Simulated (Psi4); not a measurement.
Reaction (SMILES): COC=O + 4 [H][H] (H2) → 2 C (CH4) + 2 O (H2O)
B3LYP-D3(BJ)/def2-TZVP geometries, fixed; electronic energies without zero-point terms.
Largest species:
```xyz
8

C     -0.9314    -0.0909     0.0015
O     -0.7248    -1.2718    -0.0191
O      0.0010     0.8677     0.0146
H     -1.9259     0.3745     0.0125
C      1.3667     0.4114     0.0025
H      1.9749     1.3108     0.0157
H      1.5676    -0.2028     0.8792
H      1.5619    -0.1729    -0.8956
```

Effect of the grid (radial, spherical points) at B3LYP/aug-cc-pVTZ with Psi4, against the last row, where the energy of full hydrogenation is -80.70 kcal/mol. Species with rotatable bonds are taken in one conformer. Cost is core time over that of grid: 35, 110, rough, on shared machines of one kind.

```tsv
setting	grid points, largest species	largest shift of a total energy (mEh)	shift of the energy of full hydrogenation (kcal/mol)	cost
grid: 35, 110	30111	0.192	-0.219	1×
grid: 50, 194	75656	-0.005	-0.006	1×
grid: 75, 302	174168	0.001	0.003	2×
grid: 99, 590	447511	0.000	0.000	4×
grid: 150, 974	1113388	0.000	0.000	9×
```

Within 0.02 kcal/mol in the energy of full hydrogenation: grid: 50, 194; grid: 75, 302; grid: 99, 590. The largest shift is 0.192 mEh in a total energy and 0.219 kcal/mol in the difference.
